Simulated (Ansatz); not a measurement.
We consider cubic perovskite CsSnBr3, described by PBE-D3(BJ) in Ansatz (PAW).

Input file:

Ansatz 0.2 input:
```yaml
crystal:
  lattice:
    - [5.816274727, 0.0, 0.0]
    - [0.0, 5.816274727, 0.0]
    - [0.0, 0.0, 5.816274727]
  atoms:
    - { symbol: Cs, position: [0.0, 0.0, 0.0] }
    - { symbol: Sn, position: [0.5, 0.5, 0.5] }
    - { symbol: Br, position: [0.5, 0.0, 0.5] }
    - { symbol: Br, position: [0.0, 0.5, 0.5] }
    - { symbol: Br, position: [0.5, 0.5, 0.0] }
basis:
  ecutwfc: 520
  ecutrho_ratio: 4
  xc_grid: 2
kpoints:
  mp_grid: { grid: [6, 6, 6] }
  band_path:
    path:
      - [0.0, 0.0, 0.0]
      - [0.0, 0.1, 0.0]
      - [0.0, 0.2, 0.0]
      - [0.0, 0.3, 0.0]
      - [0.0, 0.4, 0.0]
      - [0.0, 0.5, 0.0]
      - [0.1, 0.5, 0.0]
      - [0.2, 0.5, 0.0]
      - [0.3, 0.5, 0.0]
      - [0.4, 0.5, 0.0]
      - [0.5, 0.5, 0.0]
      - [0.428571, 0.428571, 0.0]
      - [0.357143, 0.357143, 0.0]
      - [0.285714, 0.285714, 0.0]
      - [0.214286, 0.214286, 0.0]
      - [0.142857, 0.142857, 0.0]
      - [0.071429, 0.071429, 0.0]
      - [0.055556, 0.055556, 0.055556]
      - [0.111111, 0.111111, 0.111111]
      - [0.166667, 0.166667, 0.166667]
      - [0.222222, 0.222222, 0.222222]
      - [0.277778, 0.277778, 0.277778]
      - [0.333333, 0.333333, 0.333333]
      - [0.388889, 0.388889, 0.388889]
      - [0.444444, 0.444444, 0.444444]
      - [0.5, 0.5, 0.5]
      - [0.428571, 0.5, 0.428571]
      - [0.357143, 0.5, 0.357143]
      - [0.285714, 0.5, 0.285714]
      - [0.214286, 0.5, 0.214286]
      - [0.142857, 0.5, 0.142857]
      - [0.071429, 0.5, 0.071429]
      - [0.5, 0.5, 0.4]
      - [0.5, 0.5, 0.3]
      - [0.5, 0.5, 0.2]
      - [0.5, 0.5, 0.1]
    npoints: 1
hamiltonian:
  xc: pbe
  dispersion: d3bj
  pseudopotentials: { kind: paw }
scf:
  occupations: { method: fermi_dirac, width: 0.01 }
  convergence: { dr2_threshold: 0.0000000005 }
output:
  forces: true
  stress: true
  eigenvalues: true
  write_bands: true
```

From the output:

```
Crystal: 5 atoms, lattice volume = 196.759 Å³
Basis set: ecut = 520 eV, 5257 PW (Γ), exchange–correlation on 90×90×90 points (8 copies of the dense FFT grid, shifted against one another)
Bands: 27, of which v1, the nominal top of the filled ones, is band 22 counted from 1 (21 counted from 0)
Symmetry: 48 space group operations
Space group: Pm-3m (ITA 221), of the structure as read, at distance tolerance 5.8e-5 Å
k-points: 20 of 216
Functional: x = pbe(κ = 0.804, μ = 0.2195149727645171), c = pbe(β = 0.06672455060314922)
SCF iter   1: F=—  HF=-20051.805101 eV  |F-HF|=—  |Δ(HF+E_count)|=         —  Δρ=9.02e-4  dr2=4.97e-3
SCF iter   2: F=—  HF=-20051.805102 eV  |F-HF|=—  |Δ(HF+E_count)|=   2.23e-7  Δρ=5.25e-4  dr2=1.71e-3
  ...
SCF iter   7: F=—  HF=-20051.804592 eV  |F-HF|=—  |Δ(HF+E_count)|=   7.36e-8  Δρ=7.68e-7  dr2=1.47e-9
SCF iter   8: F=-20051.804592 eV  HF=-20051.804592 eV  |F-HF|=4.37e-11  |Δ(HF+E_count)|=   3.29e-9  Δρ=2.32e-7  dr2=8.91e-11
SCF 1 converged in 8 iterations: F = -20051.804592 eV  dr2 = 8.91e-11
SCF converged after 8 iterations
Free energy (F): -20051.804592 eV
Internal energy: -20051.804592 eV  (E = F + TS)
E sigma→0 (E₀):  -20051.804592 eV
Fermi energy:    4.940302 eV
--- Stress (GPa, compression-positive) ---
       -0.000006       0.000000       0.000000
        0.000000      -0.000006      -0.000000
        0.000000      -0.000000      -0.000006
  P = ⅓ Tr σ = -0.0000 GPa (-0.000 kbar)
```

Ansatz is a first-principles code.
